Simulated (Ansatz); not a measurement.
# AlHClF: two vibrations frozen in

Aim: map the energy of AlClFH, SMILES [F][AlH][Cl] over two coordinates, and find its wells, ridges and stiffness.

Method: RHF-MP2, frozen core/def2-TZVP; program: Ansatz 0.2.0.

## Step 1: Where the work starts

SMILES `[F][AlH][Cl]`, 4 atoms, charge 0, spin multiplicity 1.

Atoms are counted from 1 here; the program's logs count them from 0.

Bond lengths: F1–Al2 1.673 Å, Al2–Cl3 2.101 Å, Al2–H4 1.576 Å. Angles: F1–Al2–Cl3 117.6°, F1–Al2–H4 119.5°, Cl3–Al2–H4 122.8°.

Geometry (Å):

```mol
AlClFH
  3D, bonds by distance, orders not assigned

  4  3  0  0  0  0  0  0  0  0999 V2000
    0.4771   -1.0414    1.2641 F   0  0
    0.1208    0.0341    0.0337 Al  0  0
   -1.6371   -0.2937   -1.0688 Cl  0  0
    1.0947    1.2406   -0.2494 H   0  0
  1  2  8  0
  2  3  8  0
  2  4  8  0
M  END
```

## Step 4: Setting up the map

First coordinate, normal mode 1 (212 cm⁻¹): 13 values from −2.80 amu½·Å. Second coordinate, normal mode 3 (534 cm⁻¹): 13 values from −1.38 amu½·Å.

Nothing else is relaxed (straight displacements along the two mass-weighted modes). Energies count from the relaxed molecule at the same level. Points are written as (first, second).

The patterns, per unit of each coordinate (Å):

| atom | x1 | y1 | z1 | x2 | y2 | z2 |
| --- | --- | --- | --- | --- | --- | --- |
| F1 | -0.136 | -0.034 | -0.078 | 0.009 | -0.034 | 0.036 |
| Al2 | 0.051 | 0.078 | -0.028 | 0.110 | 0.052 | 0.042 |
| Cl3 | 0.032 | -0.043 | 0.063 | -0.094 | -0.022 | -0.056 |
| H4 | 0.090 | 0.058 | 0.021 | 0.198 | 0.008 | 0.150 |

(The set-up runs are not shown.)

## Step 5: Point (2.34 amu½·Å, 0.00 amu½·Å)

input.yaml reads:

```yaml
crystal:
  periodic: [false, false, false]
  atoms:
    - { symbol: F, position_ang: [0.155492, -1.108711, 1.067218] }
    - { symbol: Al, position_ang: [0.242631, 0.214757, -0.025456] }
    - { symbol: Cl, position_ang: [-1.544766, -0.387751, -0.913732] }
    - { symbol: H, position_ang: [1.286809, 1.359039, -0.202125] }
basis:
  gaussian: { orbitals: def2-TZVP }
hamiltonian:
  xc: hf
output:
  forces: true
correlation:
  method: mp2
```

Command:

```sh
$ ansatz run input.yaml --threads 1 --pin off --max-ram 2560MiB --backend cpu --events-out ev --progress --plain --runs-dir out
```

Further runs follow: the other points that were computed.

Before running it: what results should come out? Wanted: lowest point; highest computed point; dipole moment.

As calculated:

| quantity | value |
| --- | --- |
| lowest point | (0.00 amu½·Å, 0.00 amu½·Å), 0 kJ/mol |
| highest computed point | (2.80 amu½·Å, −1.38 amu½·Å), 224 kJ/mol above the lowest |
| dipole moment (D) | 0.05 at (−2.34 amu½·Å, 0.46 amu½·Å) to 4.97 at (2.80 amu½·Å, 1.38 amu½·Å); 1.20 at the lowest point |
| time for the whole task | 7.9 min on 1 thread, shared host |

**Reading.** The lowest computed point is at (0.00 amu½·Å, 0.00 amu½·Å), 0 kJ/mol from the relaxed molecule at the same level. No other kind of well shows on this grid. The highest computed point, (2.80 amu½·Å, −1.38 amu½·Å), lies 224 kJ/mol above the lowest. Round the minimum the two coordinates are nearly uncoupled.
